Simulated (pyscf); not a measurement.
H₂In–BiH₂ + H₂ → BiH₃ + InH₃, a four-centre exchange (singlet surface; Bi–In, H–H broken, Bi–H, H–In formed). Optimised with ωB97X-D3(BJ)/def2-SVP in PySCF. Energies in eV from the separated reactants.

Small-basis levels: PySCF, no dispersion term, spherical d functions. AM1 to PM7: differences of heats of formation from MOPAC, which are fitted to 298 K values and so differ in kind from electronic energies by zero-point and thermal terms. 

| level | barrier | reaction energy |
|---|---|---|
| HF/6-31G*+LANL2DZ | 2.34 | +0.57 |
| SVWN5/6-31G*+LANL2DZ | 1.00 | +0.73 |
| BP86/6-31G*+LANL2DZ | 1.40 | +0.69 |
| PBE/6-31G*+LANL2DZ | 1.35 | +0.75 |
| B3LYP/LANL2DZ | 1.55 | +0.54 |
| B3LYP/6-31G*+LANL2DZ | 1.63 | +0.59 |
| M06-2X/6-31G*+LANL2DZ | 1.56 | +0.70 |
| B3LYP/6-311+G**+LANL2DZ | 1.45 | +0.51 |
| PBE/def2-SVP | 1.18 | +0.75 |
| AM1 | 0.57 | +2.89 |
| PM3 | 1.17 | +2.32 |
| PM6 | 5.63 | +4.81 |
| ωB97M-D3(BJ)/def2-TZVP | 1.52 | +0.71 |

Against the last row the barrier runs from -0.94 (AM1) to +4.11 eV (PM6). At AM1, PM3 this geometry lies under one side, so the entry may be no barrier of that level: it is a single point on another level's saddle. ωB97M-D3(BJ)/def2-TZVP has limits of its own. On the product side the descent ends in an adduct with a Bi–In contact (not fully relaxed), 0.42 eV under the separated species and 0.92 eV under the saddle at ωB97X-D3(BJ)/def2-TZVP. What is counted as broken (Bi–In) persists as a longer contact in the product adduct; parting that adduct is a step of its own. At the saddle there is also a short H–In contact that neither side keeps. At ωB97X-D3(BJ)/def2-TZVP the barrier from the zero used here is 1.64 eV. One saddle was located; it need not be the lowest between these sides. In the def2 sets elements past Kr carry core potentials, without spin-orbit coupling.
